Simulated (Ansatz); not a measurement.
What does this script print? It uses Ansatz 0.2.0, Python API.

Input file `input.yaml`:
```yaml
crystal:
  periodic: [false, false, false]
  atoms:
    - { symbol: S, position_ang: [-1.0977, -1.2436, -0.2746] }
    - { symbol: Si, position_ang: [0.4908, 0.097, 0.2755] }
    - { symbol: Cl, position_ang: [-0.2011, 1.9817, 0.4113] }
    - { symbol: H, position_ang: [-1.635, -0.4812, -1.2166] }
    - { symbol: H, position_ang: [1.5115, 0.0461, -0.759] }
    - { symbol: H, position_ang: [0.9315, -0.4, 1.5634] }
basis:
  gaussian: { orbitals: cc-pVDZ }
hamiltonian:
  xc: { name: B97 }
output:
  forces: true
```

`clh3ssi_deck.py`
```python
"""ClH3SSi through the session interface."""

import ansatz as az
import numpy as np

session = az.Session.from_deck("input.yaml")
report = session.plan(threads=1).execute().report

print("reference energy %16.6f eV" % report["reference_energy_ev"])
print("total energy     %16.6f eV" % report["free_energy_ev"])
print("occupied orbitals outside the frozen core (up, down):", report["n_occupied"], " frozen:", report["n_frozen"], " virtual:", report["n_virtual"])
symbols = ["S", "Si", "Cl", "H", "H", "H"]
field = report["mean_field"]
print("<S^2> =", round(abs(field["state"]["spin_squared"]), 4), " all-electron relativity setting:", field["relativity"])
print("passes:", field["passes"])
if "symmetry" in field:
    print("occupied orbitals by irrep:", field["symmetry"]["occupied"])

print("forces (eV/A)")
for symbol, f in zip(symbols, report["forces_ev_ang"]):
    print(f"  {symbol:2s} {f[0]:9.4f} {f[1]:9.4f} {f[2]:9.4f}")
charges = report["charge_distribution"]
print("dipole moment", round(4.803205 * float(np.linalg.norm(charges["dipole_moment_e_ang"])), 3), "D")
print("Mulliken:", [(s, round(q, 3)) for s, q in zip(symbols, charges["mulliken_charges_e"])])
```

```console
$ python clh3ssi_deck.py
reference energy    -31282.376962 eV
total energy        -31282.376962 eV
occupied orbitals outside the frozen core (up, down): [25, 25]  frozen: 0  virtual: [44, 44]
<S^2> = 0.0  all-electron relativity setting: none
passes: {'evaluations': 14, 'products': 12}
occupied orbitals by irrep: [{'A': 25}, {'A': 25}]
forces (eV/A)
  S    -0.0041   -0.8422    0.7132
  Si   -0.3234   -1.2580   -0.5273
  Cl   -0.4419    1.6098    0.1846
  H    -0.2483    0.5531   -0.6883
  H     0.6482    0.1363   -0.3868
  H     0.3696   -0.1991    0.7047
dipole moment 0.826 D
Mulliken: [('S', -0.218), ('Si', 0.372), ('Cl', -0.184), ('H', 0.099), ('H', -0.035), ('H', -0.033)]
```

Caveats:
- Total energies depend on the basis set; only differences at equal settings carry meaning.
- The geometry is a force-field or estimated start, not a minimum of this method, and the basis set is short of its limit.
- Timing: 6.2 s on 1 thread of Arm Neoverse V2, with other jobs on the host, peak memory 0.21 GiB.
